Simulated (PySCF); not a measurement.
Species: ammonium, NH₄ (charge +1).
Z-matrix (Å and degrees, PBE0-D3(BJ)/def2-TZVP geometry), rows numbered from 1:
```
N 
H   1  1.0235
H   1  1.0236  2  109.47
H   1  1.0236  2  109.48  3  -120.01
H   1  1.0236  2  109.47  3   119.99
```

The closed-shell ground state was solved at several levels (PySCF, density fitting, gas phase, non-relativistic). Geometry: PBE0-D3(BJ)/def2-TZVP; no solvent, vibrations or thermal averaging.

```json
{"level": "PBE0/pcJ-2", "basis functions": "147", "HOMO (eV)": "-22.79", "LUMO (eV)": "-5.99", "gap (eV)": "16.80"}
{"level": "B97-2/pcJ-2", "basis functions": "147", "HOMO (eV)": "-22.52", "LUMO (eV)": "-6.02", "gap (eV)": "16.50"}
{"level": "PBE0/pcSseg-2", "basis functions": "92", "HOMO (eV)": "-22.79", "LUMO (eV)": "-6.01", "gap (eV)": "16.78"}
```

Task: What might B3LYP/pcJ-2 (147 basis functions) give for the same quantities?

Result: HOMO -22.51 eV, LUMO -6.45 eV, gap 16.06 eV.

Task: Over all these levels, which gives the widest orbital gap and which the narrowest?

Result: PBE0/pcJ-2 (global hybrid, 25 % exact exchange) has the widest, 16.80 eV, and B3LYP/pcJ-2 (global hybrid, 20 % exact exchange) the narrowest, 16.06 eV. The two share the basis. From the narrowest to the widest the HOMO moves by -0.28 eV and the LUMO by +0.46 eV.

Task: In the pcJ-2 basis, how does the gap go with the fixed share of exact exchange?

Result: B3LYP (20 %) 16.06 eV; B97-2 (21 %) 16.50 eV; PBE0 (25 %) 16.80 eV. Each rise in the share widens the gap here.
